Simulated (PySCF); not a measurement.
Homolysis of single bonds, series B NH2-H. Isolated molecules, 0 K electronic values unless said otherwise. Strings in code marks are SMILES.

A: radical fragment (`[NH2]`)
B: whole molecule (`NBN`)
C: radical fragment (`[BH]N`)
D: whole molecule (`BN`)
E: whole molecule (`NB(N)N`)
F: radical fragment (`[BH2]`)

### Question
Put the candidates in order of dipole moment, lowest first, for M06-2X/def2-TZVP // B3LYP-D3(BJ)/def2-TZVP run with PySCF.

### Answer
E (0.02 D), F (0.47 D), B (1.27 D), D (1.84 D), A (1.97 D), C (2.19 D)
